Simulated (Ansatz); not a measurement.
## Bi₂S₃ (Pnma, No. 62): band gap by level of theory

The reference, 1.3 eV (measured, temperature not stated, not corrected to a static lattice; as tabulated in Wikipedia's data pages), is not set against levels without spin–orbit coupling, which matters for this solid.

```
level (code)     value (eV)  cell (Å³/atom)
---------------  ----------  --------------
LDA (Ansatz)           1.09           23.50
PBEsol (Ansatz)        1.21           24.26
r²SCAN (Ansatz)        1.70           26.05
```

Computed values are for a static lattice. Levels without +SOC have no spin–orbit coupling; where heavier elements are present it shifts gaps, mostly down, and can invert bands.  Each level is taken at its own relaxed cell. Cutoffs differ between the levels. Ansatz's density-functional and Hartree–Fock values are scalar-relativistic unless marked +SOC, with PAW data made under PBE.

Ansatz is a quantum-chemistry and plane-wave program.
